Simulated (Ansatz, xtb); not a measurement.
Relative energy of two isomers of AlClH3Si

Structure X: `[AlH2][SiH]Cl`, a doublet. Structure Y: `[SiH2][AlH][Cl]`, a doublet. Both are isolated molecules in the gas phase, relaxed with PBE0-D3(BJ)/pcseg-1; the shapes shown needn't be the lowest conformers.

X (Å):

```yaml
atoms:
  - { symbol: Al, position_ang: [0.0490, -0.6626, -0.9121] }
  - { symbol: Cl, position_ang: [-1.7041, -2.6812, 1.8961] }
  - { symbol: Si, position_ang: [-1.2312, -0.8292, 1.0895] }
  - { symbol: H, position_ang: [0.3132, -1.9841, -1.7433] }
  - { symbol: H, position_ang: [0.4542, 0.8086, -1.3461] }
  - { symbol: H, position_ang: [-1.4092, 0.1808, 2.1719] }
```

Y (Å):

```yaml
atoms:
  - { symbol: Al, position_ang: [-0.3021, -1.9243, -0.2653] }
  - { symbol: Cl, position_ang: [0.4674, -3.2048, 1.2276] }
  - { symbol: Si, position_ang: [-1.1017, 0.1868, 0.4671] }
  - { symbol: H, position_ang: [-0.2657, -2.4042, -1.7686] }
  - { symbol: H, position_ang: [-1.7784, 1.1595, -0.4370] }
  - { symbol: H, position_ang: [-1.2241, 0.5771, 1.8989] }
```

Question: Estimate which is lower in electronic energy at CCSD(T)/def2-SVP + ΔMP2/def2-TZVPP, and by roughly how much.

Answer: The CCSD(T)/def2-SVP + ΔMP2/def2-TZVPP calculation puts structure Y lower, by 19.3 kcal/mol.

Level by level:

```tsv
level	geometry	E(Y) − E(X) (kcal/mol)	departure from the last row (kcal/mol)	job, with rough time for the two
PBE0-D3(BJ)/pcseg-1	PBE0-D3(BJ)/pcseg-1	−19.1	+0.2	optimisation, 2.5 min
HF/def2-SVP	PBE0-D3(BJ)/pcseg-1	−23.4	−4.1	part of the CCSD(T) run
MP2/def2-SVP	PBE0-D3(BJ)/pcseg-1	−23.1	−3.8	part of the CCSD(T) run
CCSD(T)/def2-SVP	PBE0-D3(BJ)/pcseg-1	−22.3	−3.0	single point
CCSD(T)/def2-SVP + ΔMP2/def2-TZVPP	PBE0-D3(BJ)/pcseg-1	−19.3		single point, 30 s
```

As drawn, Y has 1 Al–Cl, 1 Si–H in place of 1 Cl–Si, 1 Al–H.

The levels shown agree on the order. The largest departure from CCSD(T)/def2-SVP + ΔMP2/def2-TZVPP is that of HF/def2-SVP, 4.1 kcal/mol. Levels run at GFN2-xTB geometries aren't shown. The last row adds to CCSD(T) the change of the MP2 difference between the two basis sets, here +3.0 kcal/mol.

With harmonic frequencies from PBE0-D3(BJ)/pcseg-1 (ideal gas, rigid rotor, one conformer each, 298.15 K, 1 atm): the zero-point term adds +0.3 kcal/mol; ΔH is −18.9 and ΔG −19.2 kcal/mol.

Open shells are spin-unrestricted. The correlated steps freeze 15 core orbitals. Run with Ansatz 0.2.0; the last row on 1 thread of AMD EPYC 7R43 64-Core Processor (Zen 3) on a shared host.
